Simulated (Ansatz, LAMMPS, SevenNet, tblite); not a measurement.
## How well does each level of theory give the zone-centre TO phonon frequency of 3C-SiC?

Reference value: 796 cm⁻¹ (measured, temperature not stated, no zero-point or thermal correction; as tabulated in Wang et al. (1996), arXiv:mtrl-th/9510002).

Problem. What do Tersoff SiC.tersoff, GFN1-xTB, SevenNet-0, LDA, PBE, PBE-D3(BJ), r²SCAN+rVV10, r²SCAN0, Hartree–Fock give, and how far is each from the reference?

Solution. 
```tsv
level (code)	value (cm⁻¹)	cell (Å³/atom)	difference (%)
Tersoff SiC.tersoff (LAMMPS)	989	10.09	+24
GFN1-xTB (tblite)	688	11.27	-13.6
SevenNet-0	720	10.49	-9.5
LDA (Ansatz)	798	10.14	+0.3
PBE (Ansatz)	775	10.50	-2.6
PBE-D3(BJ) (Ansatz)	794	10.28	-0.3
r²SCAN+rVV10 (Ansatz)	801	10.30	+0.6
r²SCAN0 (Ansatz)	822	10.20	+3.3
Hartree–Fock (Ansatz)	855	10.41	+7.4
```

Once the reference is moved by up to 3.0 % (a margin picked here for doubts on the reference and the settings, and for temperature and zero-point motion) and values within 0.7 % count as equal, the nearest can be LDA (+0.3 %), PBE-D3(BJ) (-0.3 %), r²SCAN+rVV10 (+0.6 %), PBE (-2.6 %) or r²SCAN0 (+3.3 %). Among them Tersoff SiC.tersoff (+24 %) misses by most.

The measured value isn't corrected to a static lattice, so vibrations enter the comparison.  GFN1-xTB: the method was fitted mainly to molecules. GFN1-xTB: the run uses a supercell at the zone centre in place of a k mesh. PBE-D3(BJ): the dispersion coefficients are held fixed in the derivatives. Each level is taken at its own relaxed cell. Cutoffs and k meshes differ between the levels. Ansatz's density-functional and Hartree–Fock values are scalar-relativistic unless marked +SOC, with PAW data made under PBE.

Empirical potentials (Tersoff SiC.tersoff) are fitted to chosen data: where that held the value shown, agreement is built in, and what lay outside the fit can be far off. Machine-learned potentials (SevenNet-0) are trained on DFT data: a solid inside that data is no test of them.

Differences are worked out from the printed values.

Ansatz is a first-principles code.
